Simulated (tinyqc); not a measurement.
Inside a calculation. Method: harmonic frequencies on the LDA (VWN5)/sto-3g surface (energies and gradients from PySCF), for OH-, spin multiplicity 1. The basis has no diffuse functions, so it cannot describe the extra electron: this is an exercise in the method, not the real anion. One step of it, computed by the program tinyqc.

Task: Normal modes. Diagonalise H_ij / sqrt(m_i m_j); the 5 smallest eigenvalues belong to translations and rotations; wavenumber = sqrt(eigenvalue / 1822.888) x 219474.63; each mode has its largest component positive (the first on a tie); zero-point energy = sum of wavenumbers / 2, with 349.755 1/cm per kcal/mol. A mass of 2.014 u marks deuterium.

Hessian (symmetrised) (hartree/bohr^2):
```
             1Ox          1Oy          1Oz         2Hx         2Hy          2Hz
1Ox  -0.00003161   0.00000000   0.00000000  0.00001318  0.00000000   0.00000000
1Oy   0.00000000  -0.00003161   0.00000000  0.00000000  0.00001318   0.00000000
1Oz   0.00000000   0.00000000   0.28529750  0.00000000  0.00000000  -0.28528565
2Hx   0.00001318   0.00000000   0.00000000  0.00000526  0.00000000   0.00000000
2Hy   0.00000000   0.00001318   0.00000000  0.00000000  0.00000526   0.00000000
2Hz   0.00000000   0.00000000  -0.28528565  0.00000000  0.00000000   0.28527380
```

masses (u): 1O 15.994915, 2H 2.014102

Give: eigenvalues of the mass-weighted Hessian; harmonic wavenumbers of the vibrations; mass-weighted modes; zero-point energy.

Result:

eigenvalues of the mass-weighted Hessian (hartree/(bohr^2 u)): 0.000  0.000  0.000  0.000  0.000  0.159

harmonic wavenumbers of the vibrations (1/cm): 2052.8

mass-weighted modes:
```
     mode 1
1Ox   0.000
1Oy   0.000
1Oz  -0.334
2Hx   0.000
2Hy   0.000
2Hz   0.942
```

zero-point energy = 2.935 kcal/mol
